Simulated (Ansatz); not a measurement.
This geometry of AlH$_{8}$NSi (11 atoms, charge 0, multiplicity 1) is a first-order saddle point.

Level of theory: RKS B3LYP-D4/6-31G* (Ansatz 0.2.0).

```xyz
11
Properties=species:S:1:pos:R:3
Al 0.078 -0.548 -0.174
H -0.498 0.442 1.228
H 1.568 -0.119 -0.491
H -1.111 -0.638 -1.217
N -0.080 -1.834 1.280
H -0.932 -2.394 1.247
Si 1.241 -2.565 2.183
H 1.982 -3.583 1.389
H 2.175 -1.473 2.554
H 0.718 -3.221 3.412
H -0.416 -0.517 1.571
```

(1) Which two structures does it join? (They come from a converged band through this point; their orientation in space is the band's.)

(2) How far does it lie above each of them?

## Answers

(1) Bonds broken: Al1–H2, N5–H11. Bonds formed: H2–H11. AlH8NSi becomes AlH6NSi + H2.

Initial state:

```xyz
11
Properties=species:S:1:pos:R:3
Al 0.109 -0.253 0.016
H -0.160 1.023 0.948
H 1.642 -0.601 -0.316
H -0.983 -0.612 -1.103
N -0.273 -1.780 1.403
H -0.819 -2.492 0.915
Si 1.248 -2.457 2.116
H 1.897 -3.244 1.049
H 2.060 -1.317 2.583
H 0.893 -3.338 3.260
H -0.890 -1.378 2.112
```

Final state:

```xyz
11
Properties=species:S:1:pos:R:3
Al 0.447 -0.805 -0.538
H -1.464 0.449 2.776
H 1.842 -0.063 -0.600
H -0.761 -0.549 -1.532
N 0.203 -2.036 0.748
H -0.706 -2.496 0.756
Si 1.313 -2.596 1.971
H 1.653 -4.041 1.815
H 2.557 -1.794 1.841
H 0.763 -2.426 3.348
H -1.123 -0.093 2.399
```

(2) 29.4 kcal/mol above the first and 23.9 kcal/mol above the second. This is the barrier of this one path; another mechanism may lie lower. The orbitals stay closed-shell, which can raise the energy where a bond breaks towards radicals; this wasn't checked here.

Time of the run: 10 min on 1 thread of Arm Neoverse V1, on a shared host, peak memory 0.14 GiB.
